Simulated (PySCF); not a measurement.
Ligands exchanged one at a time, Al H-F. All species are isolated molecules in the gas phase. Strings in code marks are SMILES.

Method: CAM-B3LYP-D3(BJ)/def2-TZVP (PySCF 2.14.0). Excitations are Tamm–Dancoff values on a coarser integration grid. The basis has no diffuse functions, so Rydberg states are missing or too high.

```
species                 S1 oscillator strength  dipole moment (D)  S1–T1 gap (TDA) (eV)
----------------------  ----------------------  -----------------  --------------------
0 of 3 H replaced by F                       –               0.00                     –
1 of 3 H replaced by F                   0.000               1.39                  0.53
2 of 3 H replaced by F                   0.136               1.39                  1.03
3 of 3 H replaced by F                   0.000               0.00                  0.27
```
